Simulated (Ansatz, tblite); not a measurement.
**The cluster GeF2: rung by rung**

The task here is to estimate one member of a computed series from the others.

Program: Ansatz 0.2.0, Gaussian basis. Level of theory: as each input shows. These are calculated values, not measurements.

The runs, in order: GFN1-xTB, GFN2-xTB, PBE-D4/def2-TZVP, r2SCAN-D4/def2-TZVP, r2SCANh-D4/def2-TZVP, ωB97M-V/def2-TZVP, PBE-QIDH/def2-TZVP, LC-ωPBE/def2-TZVP, B97M-V/def2-TZVP, PBE-D4/def2-SVP, PBE0-D4/def2-SVP, HF/STO-3G, HF/6-31G, B3LYP-D4/6-31G, PBE0-D4/def2-TZVPD, PBE-D4/def2-TZVPD, r2SCAN-D4/def2-TZVPD, CCSD(T)/def2-TZVPP, MP2/def2-TZVP, RPA/def2-TZVP, CCSD(T)/def2-TZVPD.

### The relaxed structure

The geometry is that of the singlet, from an earlier relaxation (PBE0-D4/def2-TZVP). At that level it is the lowest of the isomers that a small search found.

3 atoms, charge 0, spin multiplicity 1.

Bond lengths: Ge1–F2 1.745 Å, Ge1–F3 1.745 Å. Angles: F2–Ge1–F3 97.2°.

PBE0-D4/def2-TZVP was run before; its log isn't repeated, and its numbers join the tables.

Set-up of the first run:

Tight binding, by tblite at 300 K electronic temperature and without a spin-polarisation term:

```python
tblite.interface.Calculator('GFN1-xTB', numbers, positions, charge=0, uhf=0).singlepoint()
```

Tight binding, by tblite at 300 K electronic temperature and without a spin-polarisation term:

```python
tblite.interface.Calculator('GFN2-xTB', numbers, positions, charge=0, uhf=0).singlepoint()
```

start.molden holds the orbitals of an earlier run on this state, given as this run's starting guess.

in.yaml

```yaml
crystal:
  periodic: [false, false, false]
  atoms:
    - {symbol: Ge, position_ang: [0.256071, -0.592133, 0.419410]}
    - {symbol: F, position_ang: [-0.768823, 0.757811, 0.833413]}
    - {symbol: F, position_ang: [0.512752, -0.165668, -1.252833]}
basis:
  gaussian: {orbitals: def2-TZVP, initial_orbitals: start.molden}
hamiltonian: {xc: pbe, dispersion: d4}
scf: {omitted_lower_state_checks: [starts]}
output: {orbitals: {seedname: orbitals}}
```

Started as:

```
> ansatz run in.yaml --threads 4 --pin off --events-out ev --progress --plain --max-ram 3916MiB
```

Among the steps run: PBE-D4/def2-TZVP; r2SCAN-D4/def2-TZVP; r2SCANh-D4/def2-TZVP; ωB97M-V/def2-TZVP; PBE-QIDH/def2-TZVP; LC-ωPBE/def2-TZVP; B97M-V/def2-TZVP; PBE-D4/def2-SVP; PBE0-D4/def2-SVP; HF/STO-3G; HF/6-31G; B3LYP-D4/6-31G; PBE0-D4/def2-TZVPD; PBE-D4/def2-TZVPD; r2SCAN-D4/def2-TZVPD; CCSD(T)/def2-TZVPP; MP2/def2-TZVP; RPA/def2-TZVP; CCSD(T)/def2-TZVPD.

One table of the session follows, with a row left open; its other results are not shown here.

It belongs to the step «Levels side by side». 

```
               level  HOMO (eV)  gap (eV)
           HF/STO-3G      -7.07     12.19
            HF/6-31G     -11.87     12.03
     PBE-D4/def2-SVP      -7.42      4.27
    PBE-D4/def2-TZVP      -7.64      4.29
   PBE-D4/def2-TZVPD      -7.75      4.31
 r2SCAN-D4/def2-TZVP      -7.99      4.68
r2SCAN-D4/def2-TZVPD      -8.05      4.69
    B97M-V/def2-TZVP      -7.91      4.68
r2SCANh-D4/def2-TZVP      -8.47      5.46
      B3LYP-D4/6-31G      -8.61      5.76
    PBE0-D4/def2-SVP          ?         ?
   PBE0-D4/def2-TZVP      -8.94      6.36
  PBE0-D4/def2-TZVPD      -9.01      6.36
   LC-ωPBE/def2-TZVP     -11.58     11.25
   ωB97M-V/def2-TZVP     -11.19     10.65
```

Estimate the missing values for PBE0-D4/def2-SVP.

The run gave: HOMO (eV): -8.79; gap (eV): 6.35. In the column «HOMO (eV)» it lies between PBE0-D4/def2-TZVP (-8.94) and B3LYP-D4/6-31G (-8.61).
